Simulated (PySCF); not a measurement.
All values below come from PySCF with PBE-D3(BJ)/def2-TZVP // PBE0-D4/def2-SVP. Isolated molecules, 0 K electronic values unless said otherwise. 

Reference species (SMILES): `N#CC` (neutral, multiplicity 1).

The dipole moment comes out as 3.95 D. The HOMO is -8.07 eV.

Changed species: `O(C)C` (free base O(CH3)2; the reference has free base CH3CN).

Predict the effect on the dipole moment and HOMO.

the dipole moment falls by 2.89 D, to 1.06 D; the HOMO rises by 2.22 eV, to -5.85 eV.
